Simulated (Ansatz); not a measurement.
Geometry optimisation, RKS PBE-D4/6-31G* (Ansatz 0.2.0).

Input:

```yaml
crystal:
  periodic: [false, false, false]
  atoms:
    - { symbol: "N", position_ang: [-0.4671, 1.226, 1.9975] }
    - { symbol: C, position_ang: [-0.6147, 0.6231, 0.7829] }
    - { symbol: C, position_ang: [0.3672, 0.0801, 0.0859] }
    - { symbol: C, position_ang: [0.3145, -0.603, -1.2198] }
    - { symbol: S, position_ang: [0.8151, -2.3331, -1.1001] }
    - { symbol: H, position_ang: [0.428, 1.5711, 2.2358] }
    - { symbol: H, position_ang: [-1.1726, 2.0146, 2.1218] }
    - { symbol: H, position_ang: [-1.5939, 0.5954, 0.4015] }
    - { symbol: H, position_ang: [1.4123, 0.1516, 0.5444] }
    - { symbol: H, position_ang: [0.839, -0.099, -1.9533] }
    - { symbol: H, position_ang: [-0.8115, -0.6174, -1.5311] }
    - { symbol: H, position_ang: [0.5607, -2.6644, -2.3314] }
basis:
  gaussian: { orbitals: "6-31G*" }
hamiltonian:
  xc: pbe
  dispersion: d4
relax:
  f_tol: 0.015
  max_steps: 40
```

Run as:

```bash
$ ansatz run input.yaml --threads 1 --pin off --max-ram 2048MiB --backend cpu --events-out ev --progress --plain --runs-dir out
```

Q: Where does it end, and by what steps?

A: The run converged. After 9 steps the energy has fallen by 0.544 eV; S5 moved furthest, 0.27 Å.

```csv
step,energy less start (eV),largest force component (eV/Å),accepted
0,0.0000,4.278,yes
1,-0.4585,1.486,yes
2,-0.5126,0.648,yes
3,-0.5342,0.224,yes
4,-0.5414,0.119,yes
5,-0.5428,0.077,yes
6,-0.5440,0.043,yes
7,-0.5443,0.034,yes
8,-0.5445,0.016,yes
9,-0.5445,0.006,yes
```

```xyz
12
Properties=species:S:1:pos:R:3
N -0.503 1.228 2.034
C -0.588 0.642 0.775
C 0.441 0.177 0.029
C 0.237 -0.569 -1.246
S 0.588 -2.388 -0.973
H 0.432 1.539 2.301
H -1.206 1.938 2.234
H -1.620 0.508 0.423
H 1.473 0.287 0.386
H 0.922 -0.220 -2.037
H -0.800 -0.458 -1.606
H 0.700 -2.739 -2.286
```

Whether the end is a true minimum wasn't checked by a vibrational analysis.

The run took 78 s on 1 thread of Intel(R) Xeon(R) Processor @ 2.50GHz (Skylake/Cascade Lake), with other jobs on the host, peak memory 0.2 GiB.
